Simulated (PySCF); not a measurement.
Bond length, frequency and bond energy of Na₂⁻ by level of theory

State: ²Σu⁺ (doublet), unpaired electrons σ ↑. Set-up: PySCF, no relativity, basis sets Na def2-SVPD. De refers to Na + Na⁻ in their ground configurations, without counterpoise correction. The functionals are run spin-unrestricted.

```tsv
Level	Re (Å)	ωe (cm⁻¹)	De (eV)	CPU s a point (SCF and correlation, without the integrals)
ROHF-MP2	3.621	105	n/a	0.056
ROHF-SCS-MP2	3.638	103	n/a	n/a
ROHF-CCSD	3.649	102	0.68	n/a
ROHF-CCSD(T)	3.642	103	0.71	2
PBE	3.506	102	0.87	0.27
BP86	3.531	98.3	0.80	0.2
r²SCAN	3.601	98.7	n/a	0.4
r²SCANh	3.603	98.3	n/a	0.43
PBE0	3.557	101	0.82	0.44
B97-3	3.522	101	0.85	0.24
```

(1) Which functional lies closest to ROHF-CCSD(T) in De, which farthest, and by how much do they differ from it?

(2) What does a quarter of exact exchange do here, going from PBE to PBE0?

(3) What does the step from GGA to meta-GGA do here, going from PBE to r²SCAN?

Correlated steps freeze 2 core orbitals. Correlated levels converge slowly with the basis: in double zeta they bind strong bonds too weakly, by up to about 1 eV, and carry superposition errors of some tenths. The highest Kohn–Sham level is positive in this anion. Much of that is self-interaction error, but it also means that the finite basis helps to hold the extra electron. The state is the lowest determinant that a PBE0 search found; another state may lie lower at other levels.

The whole job (state search and all levels along the bond) took about 0.96 min on 1 thread of Intel Xeon 6975P-C (shared host), peak memory 0.42 GiB.

Results:

(1) Closest is BP86 (-11.1 pm in Re, -4.6 % in ωe, +0.09 eV in De against ROHF-CCSD(T) in the same basis), farthest PBE (-13.6 pm in Re, -1.0 % in ωe, +0.16 eV in De). CCSD(T) converges more slowly with the basis than the functionals do and binds too weakly in this one, so the order can change at the basis-set limit.

(2) PBE0 less PBE: +5.1 pm in Re, -1.0 % in ωe, -0.05 eV in De. Exact exchange removes part of the self-interaction that spreads semilocal densities, and in most molecules shortens and stiffens the bond and lowers De; here Re goes the other way.

(3) r²SCAN less PBE: +9.5 pm in Re, -3.2 % in ωe.
